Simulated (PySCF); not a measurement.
Working with the constants of AlH⁺

UHF-CCSD(T) constants of AlH⁺, ²Σ⁺ (doublet), unpaired electrons σ ↑ (PySCF, no relativity, basis sets Al def2-TZVP, H def2-TZVP; masses 26.9815 and 1.0078 u):

* ωe: 1667.0 cm⁻¹
* ωexe: 71.0 cm⁻¹
* Be: 6.6699 cm⁻¹
* αe: 0.313 cm⁻¹
* De to Al⁺ + H: 0.76 eV

What force constant and bond length do these constants imply?

Reduced mass μred = 0.97154 u; k = 5.8918×10⁻⁷·μred·ωe² (u, cm⁻¹, mdyn/Å) = 1.59 mdyn/Å; Re = √(16.8576/(μred·Be)) (u, cm⁻¹, Å) = 1.613 Å.

Estimate the centrifugal constant D from the Kratzer relation and find the Dunham coefficient a1.

D = 4Be³/ωe² = 0.000427 cm⁻¹; a1 = −1 − αeωe/(6Be²) = -2.95.

Correlated steps freeze 5 core orbitals. For an ion De counts to the pair picked by the measured ionisation energies or electron affinities, which need not be the lowest pair at this level. The state is the lowest determinant that a PBE0 search found; another state may lie lower at other levels.
